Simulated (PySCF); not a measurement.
Rows and methods have been separated. Pair them.

Species: C2H2.
Bonds: C1–C2 (triple). Hydrogens: H3 on C1; H4 on C2.

The closed-shell ground state was solved 3 times with PySCF (density fitting, gas phase), always in the pcSseg-2 basis (100 functions), with these functionals: KT3, PBE0 and wB97X-D. Isolated species at its PBE0-D3(BJ)/def2-TZVP geometry, gas phase.

```json
{"row": "P", "total energy (Eh)": "-78.6379", "HOMO (eV)": "-7.18", "LUMO (eV)": "-0.22"}
{"row": "Q", "total energy (Eh)": "-77.3293", "HOMO (eV)": "-10.37", "LUMO (eV)": "2.60"}
{"row": "R", "total energy (Eh)": "-77.2571", "HOMO (eV)": "-8.46", "LUMO (eV)": "0.76"}
```

Problem. Which functional belongs to which row?

Solution. P = KT3, Q = wB97X-D, R = PBE0. By rising HOMO–LUMO gap: KT3 (GGA) 6.96 eV; PBE0 (global hybrid, 25 % exact exchange) 9.22 eV; wB97X-D (range-separated hybrid) 12.97 eV. Total energies of different functionals aren't bounds to one another; each is stationary for its own functional.

Note: wB97X-D ran without an empirical dispersion term, which enters the total energy and its gradient alone.
